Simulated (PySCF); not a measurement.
**Frontier levels across methods**

Species: C₂F₃N.
Numbering: `[N:1]#[C:2][C:3]([F:4])([F:5])[F:6]`

Geometry (PBE0-D3(BJ)/def2-SVP, Å), atoms numbered from 1 in this order:
```
atom  x, y, z in Å
N1     2.1867    0.0841   -0.0019
C2     1.0342    0.0321   -0.0077
C3    -0.4504   -0.0375   -0.0134
F4    -0.8543   -1.0215   -0.8005
F5    -0.8985   -0.2560    1.2125
F6    -0.9546    1.1028   -0.4582
```

Basis pcSseg-2 throughout (PySCF), one geometry. Geometry: PBE0-D3(BJ)/def2-SVP; no solvent, vibrations or thermal averaging.

Task: How do the orbital energies, the gap and the dipole change with the method?

Result: 
```csv
method,kind,HOMO (eV),LUMO (eV),gap (eV),μ (D),SCF cycles
BLYP,GGA,-9.49,-1.90,7.59,1.45,14
OPBE,GGA,-9.58,-1.85,7.73,1.52,15
B97-D,GGA,-9.58,-1.91,7.67,1.47,14
KT2,GGA,-9.60,-1.98,7.62,1.41,15
PBE,GGA,-9.63,-2.00,7.63,1.48,14
KT3,GGA,-9.63,-1.96,7.67,1.42,15
BP86,GGA,-9.71,-2.08,7.63,1.48,14
LDA,LDA,-9.80,-2.32,7.48,1.46,14
B97-2,global hybrid,-10.81,-0.95,9.86,1.42,14
B3LYP,global hybrid,-10.86,-1.18,9.67,1.40,13
PBE0,global hybrid,-11.12,-0.88,10.24,1.41,14
mPW1PW91,global hybrid,-11.14,-0.89,10.24,1.41,14
BHandHLYP,global hybrid,-12.44,0.31,12.75,1.36,13
CAM-B3LYP,range-separated hybrid,-12.62,0.29,12.91,1.39,13
wB97X-D,range-separated hybrid,-13.04,1.04,14.08,1.44,14
LC-wPBE,range-separated hybrid,-14.11,1.61,15.72,1.43,14
HF,Hartree–Fock,-14.40,3.38,17.77,1.40,10
```

The HOMO spans 4.91 eV, from BLYP down to HF, and the gap runs from 7.48 eV (LDA) to 17.77 eV (HF). Over the methods BLYP (0 %), OPBE (0 %), B97-D (0 %), KT2 (0 %), PBE (0 %), KT3 (0 %), BP86 (0 %), LDA (0 %), B97-2 (21 %), B3LYP (20 %), PBE0 (25 %), mPW1PW91 (25 %), BHandHLYP (50 %), HF (100 %), a straight line through the gap against the share of exact exchange rises by 1.02 eV for each 10 % (correlation coefficient 1.000). The dipole ranges from 1.36 D (BHandHLYP) to 1.52 D (OPBE). This basis has no diffuse functions.

Reference dipole: 1.33 D (measured, gas; NIST CCCBDB Release 22 (SRD 101), experimental dipoles); nearest here: BHandHLYP (1.36 D).
